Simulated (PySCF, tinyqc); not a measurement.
Inside a calculation. Method: FCI on RHF in the sto-3g basis, for OH-, spin multiplicity 1. The basis has no diffuse functions, so it cannot describe the extra electron: this is an exercise in the method, not the real anion. The lowest restricted solution is unstable here: a spin-polarised one lies 0.0192 hartree lower (PySCF). One step of it, computed by the program tinyqc.

Task: FCI: roots. Diagonalise (each vector has its largest component positive (the first on a tie)); all determinants have Ms = 0, so triplets appear too. The lowest singlet root is the correlation energy.

Occupation strings over the orbitals (2 doubly, a alpha, b beta, 0 empty; spin orbitals ordered 1a 1b 2a 2b ...): 222220 2222ab 2a222b a2222b 2222ba 2b222a b2222a 222202 2a22b2 a222b2 222022 220222 2b22a2 202222 ab2222 b222a2 ba2222 022222

H - E(HF) between determinants (hartree), lower triangle:
```
           222220     2222ab     2a222b     a2222b     2222ba     2b222a     b2222a     222202
222220   0.000000
2222ab   0.000000   0.262319
2a222b   0.000000   0.012132   0.820998
a2222b   0.000000  -0.008093   0.041071  19.459539
2222ba   0.000000  -0.173440   0.005228   0.004109   0.262319
2b222a   0.000000   0.005228  -0.133504  -0.029064   0.012132   0.820998
b2222a   0.000000   0.004109  -0.029064  -0.022576  -0.008093   0.041071  19.459539
222202   0.173440   0.239961   0.047747   0.000793  -0.239961  -0.047747  -0.000793   0.876143
2a22b2   0.005228  -0.047747   0.063118  -0.004872   0.025313  -0.068044  -0.013483  -0.066009
a222b2   0.004109  -0.000793  -0.004872   0.181027   0.003224  -0.015178  -0.008909   0.011315
222022   0.039415  -0.017586  -0.012952  -0.003233   0.017586   0.012952   0.003233   0.011307
220222   0.039415  -0.017586  -0.012952  -0.003233   0.017586   0.012952   0.003233   0.011307
2b22a2  -0.005228   0.025313  -0.068044  -0.013483  -0.047747   0.063118  -0.004872   0.066009
202222   0.133504  -0.068044   0.023131   0.002603   0.068044  -0.023131  -0.002603   0.049381
ab2222  -0.029064   0.013483  -0.002603   0.006839  -0.015178   0.008390  -0.006548  -0.006419
b222a2  -0.004109   0.003224  -0.015178  -0.008909  -0.000793  -0.004872   0.181027  -0.011315
ba2222   0.029064  -0.015178   0.008390  -0.006548   0.013483  -0.002603   0.006839   0.006419
022222   0.022576  -0.008909  -0.006548   0.051020   0.008909   0.006548  -0.051020   0.005416

           2a22b2     a222b2     222022     220222     2b22a2     202222     ab2222     b222a2
2a22b2   1.006792
a222b2   0.050331  19.435657
222022   0.016869   0.003854   0.215814
220222   0.016869   0.003854   0.047444   0.215814
2b22a2  -0.049381  -0.006419  -0.016869  -0.016869   1.006792
202222   0.023465  -0.002273   0.170246   0.170246  -0.023465   1.733131
ab2222   0.002273  -0.060957  -0.035701  -0.035701   0.010217  -0.031767  20.424010
b222a2  -0.006419  -0.005416  -0.003854  -0.003854   0.050331   0.002273   0.009039  19.435657
ba2222   0.010217   0.009039   0.035701   0.035701   0.002273   0.031767  -0.073066  -0.060957
022222   0.009039  -0.043906   0.025878   0.025878  -0.009039   0.073066   0.417132   0.043906

           ba2222     022222
ba2222  20.424010
022222  -0.417132  42.438655
```

Give: lowest roots of this matrix, relative to E(HF); lowest vectors; <S^2> of these roots; weight of the ground state by excitation level 0, 1, 2, ....

Result:

lowest roots of this matrix, relative to E(HF) (hartree): -0.054  0.088  0.168  0.209  0.275  0.688  0.815  0.958

lowest vectors:
```
        root 1  root 2  root 3  root 4
222220   0.957   0.000   0.000  -0.029
2222ab   0.099   0.707   0.000   0.305
2a222b   0.010  -0.020   0.000   0.040
a2222b   0.000   0.000   0.000   0.000
2222ba  -0.099   0.707   0.000  -0.305
2b222a  -0.010  -0.020   0.000  -0.040
b2222a   0.000   0.000   0.000   0.000
222202  -0.228   0.000   0.000  -0.234
2a22b2  -0.010   0.018   0.000  -0.019
a222b2   0.000   0.000   0.000   0.000
222022  -0.074   0.000   0.707   0.610
220222  -0.074   0.000  -0.707   0.610
2b22a2   0.010   0.018   0.000   0.019
202222  -0.043   0.000   0.000  -0.099
ab2222   0.001   0.000   0.000   0.001
b222a2   0.000   0.000   0.000   0.000
ba2222  -0.001   0.000   0.000  -0.001
022222   0.000   0.000   0.000   0.000
```

<S^2> of these roots: 0.000  2.000  0.000  0.000  0.000  2.000  0.000  2.000

weight of the ground state by excitation level 0, 1, 2, ...: 0.915  0.020  0.065
